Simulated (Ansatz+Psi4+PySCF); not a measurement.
**doublet C₂H₄(+): levels of theory in one basis**

```xyz
6

C     0.8153    0.6088    0.6593
C    -0.2153   -0.0088   -0.0593
H     0.7262    1.6304    1.0136
H     1.7391    0.0873    0.8871
H    -0.2645    0.0477   -1.1417
H    -1.0008   -0.5654    0.4411
```

Basis set: cc-pVTZ (spherical functions). Frozen core: 2 orbitals. Correlation on ROHF uses semicanonical orbitals with singles. Charge 1, multiplicity 2.

Computed with Ansatz (development build ahead of 0.2.0); each method stands on the lowest determinant of its kind that the runs found.

| method | E − E(ROHF) (eV) | <S²> of the determinant |
| --- | --- | --- |
| ROHF | 0.00 | 0.75 |
| UHF | -0.13 | 0.76 |
| ROHF-MP2 | -7.47 | – |
| UHF-MP2 | -7.46 | 0.76 |
| ROHF-CCSD | -8.36 | – |
| UHF-CCSD | -8.36 | 0.76 |
| ROHF-CCSD(T) | -8.63 | – |

(1) Is a single determinant a sound starting point here?

## Answers

(1) Only with care. Unrestricted orbitals gain 0.13 eV and <S²> is 0.76 against 0.75 for a pure state, but several determinants compete.

Caution: the determinant may break the point group. Caution for ROHF-MP2, UHF-MP2: MP2 on this radical cation hangs on the determinant chosen.
